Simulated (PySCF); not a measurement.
System: diamond-structure Si. Method: PBE0 (PySCF, GTH pseudopotentials, Gaussian basis).

Cell (relaxed at this level):

Space group Fd-3m, origin choice 1 (No. 227); a = 5.442 Å, b = 5.442 Å, c = 5.442 Å, α = 90.00°, β = 90.00°, γ = 90.00°

| atom | site | symmetry | x | y | z |
|---|---|---|---|---|---|
| Si | 8b | -43m | 0.5000 | 0.5000 | 0.5000 |
(The calculation used a cell of 2 atoms; values per cell refer to that cell.)

Q: Predict the bulk modulus, cohesive energy and pressure derivative B′ of the bulk modulus.

A: 
* **bulk modulus**: 98.4 GPa ± 3
* **cohesive energy**: 4.51 eV/atom ± 0.07
* **pressure derivative B′ of the bulk modulus**: 4.2

Measured, for comparison: bulk modulus 101 GPa (0 K value with zero-point phonon effects removed; as tabulated in Sun et al. (2011), doi:10.1103/physrevb.84.035117); cohesive energy 4.68 ± 0.08 eV/atom (from 0 K enthalpies of formation; zero-point vibration energy (9/8 kB θD) added; as tabulated in Csonka et al. (2009), arXiv:0903.4037). Computed (rounded) less measured: bulk modulus -3 %, cohesive energy -0.17 eV/atom.

A ± is a rough bar: the spread of an extrapolation, a floor set from checks against published values, or a statistical error.

Computed values are for the static lattice.

It cost around 5 core-hours (rough) of CPU time.
